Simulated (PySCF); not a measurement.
# BNH4 (SMILES BN) at 5 levels

Aim: a comparison of 5 runs (HF/STO-3G, HF/3-21G, M06-2X/6-311G**, PBE/6-311G**, MP2/6-31+G*) of BNH4. The job is set up through a Python script.

Program for the calculation: PySCF 2.14.0.

### 1 Starting point

BNH4 has 6 atoms, charge 0, and is taken as a singlet. SMILES: `BN`. The shape is that of a PBE0-D4/def2-TZVP optimisation.

Bond lengths: B1–N2 1.385 Å, B1–H3 1.197 Å, B1–H4 1.197 Å, N2–H5 1.006 Å, N2–H6 1.006 Å. Angles: B1–N2–H5 123.2°, B1–N2–H6 123.2°, N2–B1–H3 119.0°, N2–B1–H4 119.0°, H5–N2–H6 113.5°, H3–B1–H4 122.0°.

### 2 Energy and gradient at HF/STO-3G (run 1)

File input.xyz:

```xyz
6
BH4N
B     -0.128200    -0.679600    -0.025600
N      0.146100     0.677400     0.010800
H      0.225800    -1.368000     0.887500
H     -0.712000    -1.128700    -0.969200
H     -0.121600     1.313700    -0.720800
H      0.632000     1.121400     0.771300
```

File input.py:

```python
from pyscf import gto, scf

system = gto.M(
    atom='input.xyz',
    verbose=3,
    max_memory=1860,
    charge=0,
    basis='sto-3g',
)

hf = scf.RHF(system)
hf.conv_tol = 1e-10
hf.kernel()
if not hf.converged:
    hf = hf.newton().run(hf.mo_coeff, hf.mo_occ)

e_tot = hf.e_tot
print('E(%s) = %.9f' % ('HF', e_tot))
grad = hf.nuc_grad_method().kernel()
hf.analyze()
```

Started as:

```bash
OMP_NUM_THREADS=1 python input.py
```

Output:

```text
converged SCF energy = -80.4635818640653
E(HF) = -80.463581864
--------------- RHF gradients ---------------
         x                y                z
0 B     0.0015113716     0.0076039397     0.0001845825
1 N     0.0064336470     0.0315515625     0.0009416469
2 H     0.0076666591    -0.0128304598     0.0190282958
3 H    -0.0118310859    -0.0078532284    -0.0195721317
4 H     0.0029146984    -0.0104334787     0.0092106377
5 H    -0.0066952902    -0.0080383353    -0.0097930312
----------------------------------------------
**** MO energy ****
MO #1   energy= -15.3338535220571  occ= 2
MO #2   energy= -7.37849862348445  occ= 2
MO #3   energy= -1.10032842168278  occ= 2
MO #4   energy= -0.659530962268162 occ= 2
MO #5   energy= -0.631886022221533 occ= 2
MO #6   energy= -0.496236373622743 occ= 2
MO #7   energy= -0.41533280040348  occ= 2
MO #8   energy= -0.378090679434461 occ= 2
MO #9   energy= 0.337017333864651  occ= 0
MO #10  energy= 0.610692363424796  occ= 0
MO #11  energy= 0.64853531675815   occ= 0
MO #12  energy= 0.723573633552381  occ= 0
MO #13  energy= 0.910925366713673  occ= 0
MO #14  energy= 0.919303348184228  occ= 0
 ** Mulliken atomic charges  **
charge of    0B =      0.10165
charge of    1N =     -0.23100
charge of    2H =     -0.07112
charge of    3H =     -0.07111
charge of    4H =      0.13578
charge of    5H =      0.13580
Dipole moment(X, Y, Z, Debye):  0.34306,  1.69876,  0.04556
```

It took 2.2 s on 1 thread of Intel Xeon at 2.50GHz (Skylake/Cascade Lake), shared host; peak memory 0.12 GiB.

### 3 Energy and gradient at HF/3-21G (run 2)

File input.py:

```python
from pyscf import gto

mol = gto.Mole()
mol.atom = '''
B     -0.128200    -0.679600    -0.025600
N      0.146100     0.677400     0.010800
H      0.225800    -1.368000     0.887500
H     -0.712000    -1.128700    -0.969200
H     -0.121600     1.313700    -0.720800
H      0.632000     1.121400     0.771300
'''
mol.basis = '3-21g'
mol.max_memory = 1860
mol.verbose = 3
mol.spin = 0
mol.build()

myscf = mol.RHF()
myscf.conv_tol = 1e-10
myscf.kernel()
if not myscf.converged:
    myscf = myscf.newton().run(myscf.mo_coeff, myscf.mo_occ)

etot = myscf.e_tot
print('E(%s) = %.9f' % ('HF', etot))
grad = myscf.nuc_grad_method().kernel()
myscf.analyze()
```

Started as:

```bash
OMP_NUM_THREADS=1 python input.py
```

Output:

```text
converged SCF energy = -81.0430936327308
E(HF) = -81.043093633
--------------- RHF gradients ---------------
         x                y                z
0 B     0.0028440966     0.0141690972     0.0003660997
1 N    -0.0040552296    -0.0202922139    -0.0004756535
2 H     0.0015706231    -0.0002017587     0.0030305655
3 H    -0.0014827251     0.0005785100    -0.0030126272
4 H    -0.0011786956     0.0033373998    -0.0034085674
5 H     0.0023019307     0.0024089655     0.0035001829
----------------------------------------------
**** MO energy ****
MO #1   energy= -15.4791867870221  occ= 2
MO #2   energy= -7.54293435400188  occ= 2
MO #3   energy= -1.15513266068511  occ= 2
MO #4   energy= -0.713375666069898 occ= 2
MO #5   energy= -0.680681150058181 occ= 2
MO #6   energy= -0.545535326735437 occ= 2
MO #7   energy= -0.455161391547889 occ= 2
MO #8   energy= -0.435542708658403 occ= 2
MO #9   energy= 0.17360963000481   occ= 0
MO #10  energy= 0.267003303198503  occ= 0
MO #11  energy= 0.326647419027274  occ= 0
MO #12  energy= 0.360541464043322  occ= 0
MO #13  energy= 0.40612414707655   occ= 0
MO #14  energy= 0.429383685615507  occ= 0
MO #15  energy= 0.645082671561451  occ= 0
MO #16  energy= 0.699884077172372  occ= 0
MO #17  energy= 0.745979505340493  occ= 0
MO #18  energy= 0.973247279698599  occ= 0
MO #19  energy= 1.22975017665403   occ= 0
MO #20  energy= 1.38040578766613   occ= 0
MO #21  energy= 1.38429962120797   occ= 0
MO #22  energy= 1.43362889503229   occ= 0
MO #23  energy= 1.46598804413103   occ= 0
MO #24  energy= 1.64804898879105   occ= 0
MO #25  energy= 1.78180577164104   occ= 0
MO #26  energy= 2.67279756685024   occ= 0
 ** Mulliken atomic charges  **
charge of    0B =      0.03545
charge of    1N =     -0.40445
charge of    2H =     -0.03238
charge of    3H =     -0.03237
charge of    4H =      0.21686
charge of    5H =      0.21688
Dipole moment(X, Y, Z, Debye):  0.40923,  2.02639,  0.05430
```

It took 2.1 s on 1 thread of Intel Xeon at 2.50GHz (Skylake/Cascade Lake), shared host; peak memory 0.12 GiB.

Runs 3 to 4 aren't shown in full; the table further down has their settings and results.

### 4 Energy and gradient at MP2/6-31+G(d) (spherical functions) (run 5)

File calc.py:

```python
# BN
from pyscf import gto, mp

molecule = gto.M(
    atom=[
    ('B', (-0.128200, -0.679600, -0.025600)),
    ('N', (0.146100, 0.677400, 0.010800)),
    ('H', (0.225800, -1.368000, 0.887500)),
    ('H', (-0.712000, -1.128700, -0.969200)),
    ('H', (-0.121600, 1.313700, -0.720800)),
    ('H', (0.632000, 1.121400, 0.771300)),
],
    basis='6-31+g*',
    verbose=3,
    charge=0,
    max_memory=1860,
    spin=0,
)

myscf = molecule.RHF()
myscf.conv_tol = 1e-10
myscf.kernel()
if not myscf.converged:
    myscf = myscf.newton().run(myscf.mo_coeff, myscf.mo_occ)

pt = mp.MP2(myscf, frozen=2).run()
energy = pt.e_tot
print(f'total energy: {energy:.8f} hartree')
grad = pt.nuc_grad_method().kernel()
dip = myscf.dip_moment()
pop, q = myscf.mulliken_pop()
```

Started as:

```bash
OMP_NUM_THREADS=1 python calc.py
```

Output:

```text
converged SCF energy = -81.4925321568651
E(RMP2) = -81.7357689008509  E_corr = -0.243236743985883
E(SCS-RMP2) = -81.7363712312641  E_corr = -0.243839074399018
total energy: -81.73576890 hartree
--------------- RMP2 gradients ---------------
         x                y                z
0 B     0.0028563237     0.0142174530     0.0003667459
1 N    -0.0013561834    -0.0069199889    -0.0001145060
2 H     0.0002717410    -0.0003997053     0.0006481609
3 H    -0.0003881018    -0.0002296066    -0.0006564608
4 H     0.0016482476    -0.0039097584     0.0045023198
5 H    -0.0030320271    -0.0027583939    -0.0047462598
----------------------------------------------
Dipole moment(X, Y, Z, Debye):  0.34319,  1.69954,  0.04551
 ** Mulliken pop  **
pop of  0 B 1s            1.99778
pop of  0 B 2s            0.56181
pop of  0 B 3s            0.30130
pop of  0 B 4s            0.02995
pop of  0 B 2px           0.26750
pop of  0 B 2py           0.58560
pop of  0 B 2pz           0.53966
pop of  0 B 3px           0.08333
pop of  0 B 3py           0.02601
pop of  0 B 3pz           0.16931
pop of  0 B 4px           0.00662
pop of  0 B 4py           0.00680
pop of  0 B 4pz           0.01605
pop of  0 B 3dxy          0.01827
pop of  0 B 3dyz          0.02294
pop of  0 B 3dz^2         0.01273
pop of  0 B 3dxz          0.00837
pop of  0 B 3dx2-y2       0.01723
pop of  1 N 1s            1.99763
pop of  1 N 2s            0.75153
pop of  1 N 3s            0.86020
pop of  1 N 4s            0.01461
pop of  1 N 2px           0.86611
pop of  1 N 2py           0.84404
pop of  1 N 2pz           0.79303
pop of  1 N 3px           0.71984
pop of  1 N 3py           0.46320
pop of  1 N 3pz           0.58665
pop of  1 N 4px           0.07999
pop of  1 N 4py           0.02404
pop of  1 N 4pz           0.04322
pop of  1 N 3dxy          0.00367
pop of  1 N 3dyz          0.01361
pop of  1 N 3dz^2         0.00218
pop of  1 N 3dxz          0.00426
pop of  1 N 3dx2-y2       0.00195
pop of  2 H 1s            0.52128
pop of  2 H 2s            0.53275
pop of  3 H 1s            0.52129
pop of  3 H 2s            0.53274
pop of  4 H 1s            0.49593
pop of  4 H 2s            0.07954
pop of  5 H 1s            0.49597
pop of  5 H 2s            0.07948
 ** Mulliken atomic charges  **
charge of    0B =      0.32873
charge of    1N =     -1.06975
charge of    2H =     -0.05403
charge of    3H =     -0.05402
charge of    4H =      0.42453
charge of    5H =      0.42455
```

Wall time 5.1 s (1 thread of Intel Xeon at 2.50GHz (Skylake/Cascade Lake), shared host); peak memory 0.17 GiB.

### 5 The series

```
run                              level  integration grid  frozen core orbitals  energy (Eh)  dipole moment (D) of the reference  HOMO energy (eV)  LUMO energy (eV)  wall time
  1                          HF/STO-3G                 –                     –   -80.463582                                1.73            -10.29              9.17      2.2 s
  2                           HF/3-21G                 –                     –   -81.043094                                2.07            -11.85              4.72      2.1 s
  3                    M06-2X/6-311G**                 5                     –   -82.020169                                1.98             -9.97              1.49       32 s
  4                       PBE/6-311G**                 5                     –   -81.939903                                2.22             -7.23             -0.53       24 s
  5  MP2/6-31+G* (spherical functions)                 –                     2   -81.735769                                1.73            -11.94              1.55      5.1 s
```

### 6 Results

| quantity | value |
| --- | --- |
| run 5: total energy | -81.73577 Eh |
| run 5: dipole moment (Hartree–Fock density) | 1.73 D |
| run 5: HOMO energy (Hartree–Fock orbitals) | -11.94 eV |
| run 5: LUMO energy (Hartree–Fock orbitals) | 1.55 eV |
| run 5: HOMO–LUMO gap (Hartree–Fock orbitals) | 13.49 eV |
| run 5: correlation energy (2 core orbitals frozen) | -243.2 mEh |
| run 5: largest force on an atom | 0.746 eV/Å |

**Reading.** Over runs 1, 2, 3, 4 the dipole moment (its size) runs from 1.73 D (HF/STO-3G) to 2.22 D (PBE/6-311G**). The two ends differ in method and basis. Over runs 1, 2, 3, 4 the HOMO–LUMO gap runs from 6.70 eV (PBE/6-311G**) to 19.46 eV (HF/STO-3G). Totals of different functionals can't be ranked against each other. In run 1 the basis is minimal, so the values are rough. All runs together took 66 s, the longest 32 s.
